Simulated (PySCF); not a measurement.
PySCF input for water cation (H₂O), SMILES O (connectivity only; charge and spin as stated), charge +1, multiplicity 2, PBE-D3(BJ)/def2-TZVPD. Geometry: PBE-D3(BJ)/def2-TZVPD. The multiplicity is an assumed one; other spin states were not compared.

```python
import numpy as np
from pyscf import gto, scf, dft, df
from pyscf.hessian import thermo

mol = gto.M(
    atom='''
    O     0.00000000    0.00000000   -0.11885691
    H     0.00000000   -0.82597987    0.47542762
    H     0.00000000    0.82597985    0.47542763
    ''',
    basis='def2-TZVPD',
    charge=1,
    spin=1,
    max_memory=1600,
    verbose=3,
)
mf = dft.UKS(mol, xc='pbe').density_fit(auxbasis='def2-universal-jkfit')
mf.disp = 'd3bj'
mf.grids.level = 3
mf.conv_tol = 1e-11
mf.max_cycle = 100
mf.kernel()
fine, coarse = mf.grids, dft.Grids(mol).set(level=1).build(with_non0tab=True)
for _ in range(3):  # follow internal instabilities
    mf.grids = coarse
    mo, _, stable, _ = mf.stability(return_status=True, nroots=4)
    mf.grids = fine
    if stable:
        break
    mf.kernel(mf.make_rdm1(mo, mf.mo_occ))

# analytic Hessian; the response equations are solved on a coarser grid
h, args, fine = mf.Hessian(), (mf.mo_energy, mf.mo_coeff, mf.mo_occ), mf.grids
h.max_memory = max(150, 2.5e-5 * df.make_auxmol(mol, mf.with_df.auxbasis).nao * mol.nelec[0] * (mol.nelec[0] + mol.nao))  # MB; small integral blocks
h1ao = h.make_h1(mf.mo_coeff, mf.mo_occ)
mf.grids = dft.Grids(mol).set(level=1).build(with_non0tab=True)
mo1, mo_e1 = h.solve_mo1(*args, h1ao)
mf.grids = fine
hess = h.hess_elec(*args, mo1, mo_e1, h1ao) + h.hess_nuc()
if mf.do_disp():
    hess += h.get_dispersion()
for i in range(mol.natm):  # the analytic DFT Hessian lacks the response of the grid: restore translational invariance
    hess[i, i] -= hess[i].sum(axis=0)
hess = (hess + hess.transpose(1, 0, 3, 2)) / 2
vib = thermo.harmonic_analysis(mol, hess, imaginary_freq=False)
thermo.dump_normal_mode(mol, vib)
th = thermo.thermo(mf, vib['freq_au'][vib['freq_au'] > 0], 298.15, 101325)
thermo.dump_thermo(mol, th)
g0 = mf.nuc_grad_method().set(verbose=0).kernel()

# dipole derivatives [dipole axis, atom, xyz] from the same response
r, irp = mol.intor('int1e_r'), mol.intor('int1e_irp').reshape(3, 3, mol.nao, mol.nao)
sl, dm0, ok = mol.aoslice_by_atom(), np.array(mf.make_rdm1()), []
dmu = np.einsum('a,xt->xat', mol.atom_charges(), np.eye(3))
for a, (_, _, p0, p1) in enumerate(sl):
    dmu[:, a] += 2 * np.einsum('xtij,ij->xt', irp[:, :, :, p0:p1], dm0.reshape(-1, mol.nao, mol.nao).sum(0)[:, p0:p1])
    for u, c, occ, f in zip(mo1, mf.mo_coeff, mf.mo_occ, (2, 2)):
        dmu[:, a] -= f * np.einsum('tui,xuv,vi->xt', u[a], r, c[:, occ > 0], optimize=True)
L = vib['norm_mode']
ir = 974.8801 * (np.einsum('xat,kat->kx', dmu, L) ** 2).sum(1)       # km/mol
apt = np.einsum('xax->a', dmu) / 3
print('mode   freq/cm-1   IR/(km/mol)')
for k, w in enumerate(vib['freq_wavenumber']):
    print(f'{k + 1:4d} {w:11.2f} {ir[k]:13.3f}')
print('max |gradient| / (hartree/bohr):', abs(g0).max())
print('APT charges:', apt.round(4))
```

Program output:

```

WARN: HOMO -0.390045302188199 >= LUMO -0.390045302188184

converged SCF energy = -75.9173226758687  <S^2> = 0.75251082  2S+1 = 2.0025092
<class 'pyscf.df.df_jk.DFUKS'> wavefunction is stable in the internal stability analysis

WARN: DFTD3 does not support analytical Hessian, using finite difference


WARN: Mole.unit (angstrom) is changed to Bohr

Mode                                 0                   1                   2
Irrep
Freq [cm^-1]                     1421.7080           3221.3910           3267.3387
Reduced mass [au]                   1.0854              1.0430              1.0860
Force const [Dyne/A]                1.2926              6.3771              6.8308
Char temp [K]                    2045.5213           4634.8644           4700.9729
Normal mode                   x     y     z       x     y     z       x     y     z
       0   O                 0.00 -0.00  0.07    0.00  0.00  0.05    0.00 -0.07  0.00
       1   H                 0.00 -0.40 -0.55    0.00  0.58 -0.38    0.00  0.55 -0.40
       2   H                -0.00  0.40 -0.55    0.00 -0.58 -0.38    0.00  0.55  0.40
temperature 298.1500 [K]
pressure 101325.00 [Pa]
Rotational constants [GHz] 799.24374 367.44112 251.71752
Symmetry number 2
Zero-point energy (ZPE) 0.01802 [Eh]   47314.925 [J/mol]
                           tot       elec      trans        rot        vib
Entropy [J/mol/K]       195.712      5.763    144.804     45.076      0.069
Cv [J/mol/K]             25.355      0.000     12.472     12.472      0.412
Cp [J/mol/K]             33.670      0.000     20.786     12.472      0.412
Internal energy [J/mol]                      3718.434   3718.434  47332.783
Internal energy [Eh]   -75.89646  -75.91732
Enthalpy [J/mol]                             6197.391   3718.434  47332.783
Enthalpy [Eh]          -75.89552
Gibbs free energy [J/mol]                  -36975.931  -9721.009  47312.324
Gibbs free energy [Eh] -75.91774
mode   freq/cm-1   IR/(km/mol)
   1     1421.71       158.177
   2     3221.39       101.433
   3     3267.34       411.527
max |gradient| / (hartree/bohr): 2.957783979702635e-05
APT charges: [0.0565 0.4718 0.4718]
```

The calculation finished and met its thresholds.

Cost: around 7 core-seconds (rough).
